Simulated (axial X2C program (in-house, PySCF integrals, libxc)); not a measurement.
# BH at several levels of theory

All values were computed with an in-house relativistic program for diatomic molecules. Spin-free means the one-electron spin-free X2C Hamiltonian; two-component (2c) means X2C with spin–orbit coupling and atomic mean-field two-electron Coulomb and Gaunt terms, so the difference of the two also holds small scalar two-electron terms. Basis: B dyall-v4z [8s7p3d2f1g], H dyall-v4z [7s3p2d1f] (cores contracted in-house); Gaussian nuclei, density fitting, unrestricted open shells. Masses: B 11.009 u, H 1.008 u.

State, spin-free: M_S = 0, Λ = 0 (closed shell); electrons by block: σα: 3, σβ: 3. Fragments: B + H.

State, 2c: Ω = 0 (closed shell); electrons by block: 1/2: 3, -1/2: 3. Fragments: B + H.

| Hamiltonian | level | Re (Å) | ωe (cm⁻¹) | De (eV) | D0 (eV) | k (mdyn/Å) | μ (D) |
| --- | --- | --- | --- | --- | --- | --- | --- |
| 2c | PBE0 | 1.240 | 2327.8 | 3.49 | 3.35 | 2.95 | 1.57 |
| 2c | HF | 1.220 | 2488.1 | 2.68 | 2.53 | 3.37 | 1.78 |
| 2c | MP2 | 1.225 | 2434.2 | 3.52 | 3.37 | 3.22 | n/a |
| 2c | CCSD | 1.233 | 2368.9 | 3.64 | 3.50 | 3.05 | n/a |
| 2c | CCSD(T) | 1.234 | 2359.4 | 3.66 | 3.52 | 3.03 | n/a |
| 2c | TPSSh | 1.233 | 2364.7 | 3.65 | 3.50 | 3.04 | 1.59 |
| 2c | PBE | 1.251 | 2242.7 | 3.52 | 3.38 | 2.74 | 1.48 |
| 2c | r2SCAN | 1.241 | 2301.9 | 3.45 | 3.31 | 2.88 | 1.57 |

Spin-free values that have a 2c row agree with it to the digits that matter (0.001 Å, 0.01 eV) and are not repeated.

Correlated methods: 4 electrons correlated (number of frozen shells: B 1 s; H none), 190 virtual spin orbitals or spinors in MP2, 74 natural virtuals in coupled cluster.

Dipoles are positive if H is the positive end.

Occupations by symmetry block were frozen at the best pattern of an incomplete PBE0 search. Closed shells are restricted here (equal orbitals for both partners); the stretched side of such a curve lies too high. De is counted from the lowest determinant-based energies of the atoms at the same level, without counterpoise correction. Coupled cluster ran in a truncated set of natural virtual spinors; the MP2 energy of the rest was added. (T) has no such correction and the atoms are truncated less, which lowers De at CCSD(T) by a hundredth of an eV or more. A 2c atom that is not at its ground J level misses part of its spin–orbit lowering, and De is too large by that part (0.04 eV or less for light atoms). This holds for PBE0, TPSSh, PBE, r2SCAN. Without a current term, density functionals place determinants with orbital angular momentum somewhat too high.

Rough cost a point (2c) on 2 thread(s) of a shared host, integrals apart: PBE0 0.16 s, HF 0.06 s, CCSD(T) 0.7 s, TPSSh 0.29 s, PBE 0.17 s, r2SCAN 0.28 s.

The whole task took 48 s on 2 threads of Intel(R) Xeon(R) Platinum 8259CL CPU @ 2.50GHz (Skylake/Cascade Lake) (shared host).
